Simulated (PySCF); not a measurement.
# BO: from the state search to spectroscopic constants

What are the lowest state that PBE0 finds, the bond length, vibrational wavenumber and bond energy of BO, and how much do these hang on the method?

Computed with PySCF 2.14.0. Level: B 6-311G(d,p), O 6-311G(d,p), no relativity.

### 1 Set-up

The job is set up so:

- atoms: B, O
- charge: 0
- basis: B 6-311G(d,p), O 6-311G(d,p)
- Hamiltonian: no relativity
- basis functions: 36
- electrons treated: 13
- masses in u: 11.0093, 15.9949
- levels: PBE0, PBE, r²SCAN, PBEsol, r²SCANh, r²SCAN0, HSE06, HF, MP2, SCS-MP2, CCSD, CCSD(T)
- grid: 80 radial by 434 angular points
- occupations: held fixed by the projection of orbital angular momentum
- dissociation limit: B + O, each in its ground configuration
- starting distance in angstrom: 1.415
- values of 2S to try: 1, 3

Further steps of the session: PBE0 along the bond; Higher solutions at PBE0; PBE; r²SCAN; PBEsol (GGA); r²SCANh; r²SCAN0; HSE06 (range-separated hybrid); ROHF (mean field); MP2 and coupled cluster.

Before running it: what results should come out? Wanted: for each run, Re; ωe; De; μ.

**Answer**, as computed:

Lowest PBE0 solution found, without spin–orbit coupling: ²Σ⁺ (doublet), unpaired electrons σ ↑. State 2 has its PBE0 minimum 5.59 eV higher. The other levels ran on the lowest alone.

| level | Re (Å) | ωe (cm⁻¹) | De (eV) | μ (D) |
| --- | --- | --- | --- | --- |
| ROHF | 1.179 | 2108 | 5.87 | -2.77 |
| ROHF-MP2 | 1.213 | 1866 | 8.57 | n/a |
| ROHF-SCS-MP2 | 1.211 | 1883 | 8.21 | n/a |
| ROHF-CCSD | 1.205 | 1935 | 7.64 | n/a |
| ROHF-CCSD(T) | 1.212 | 1873 | 7.90 | n/a |
| PBE | 1.214 | 1853 | 8.98 | -2.01 |
| PBEsol | 1.212 | 1867 | 9.37 | -2.03 |
| r²SCAN | 1.206 | 1906 | 8.69 | -2.20 |
| r²SCANh | 1.202 | 1934 | 8.50 | -2.27 |
| PBE0 | 1.200 | 1945 | 8.42 | -2.24 |
| r²SCAN0 | 1.196 | 1972 | 8.22 | -2.35 |
| HSE06 | 1.200 | 1943 | 8.40 | -2.24 |

De is counted to B + O in their ground configurations. A positive dipole means B(−)O(+).

Differences from CCSD(T) in the same basis:

```csv
level,Re (mÅ),ωe (%)
ROHF,-33,+12.6
ROHF-MP2,+1,-0.4
ROHF-SCS-MP2,-1,+0.5
ROHF-CCSD,-7,+3.3
PBE,+2,-1.0
PBEsol,0,-0.3
r²SCAN,-6,+1.8
r²SCANh,-10,+3.2
PBE0,-12,+3.8
r²SCAN0,-16,+5.3
HSE06,-12,+3.7
```

**Reading.** Judged by CCSD(T) in the same basis: best bond length PBEsol (0 mÅ), worst ROHF (-33 mÅ); best wavenumber PBEsol (-0.3 %), worst ROHF (+12.6 %). Hartree–Fock makes the bond too short and too stiff against this reference, as it mostly does. CCSD(T) in a basis this small is itself some way from its limit, more so than the functionals. Among the levels with a De in the table, it runs from 5.87 eV (ROHF) to 9.37 eV (PBEsol).

Correlated steps freeze 2 core orbitals.
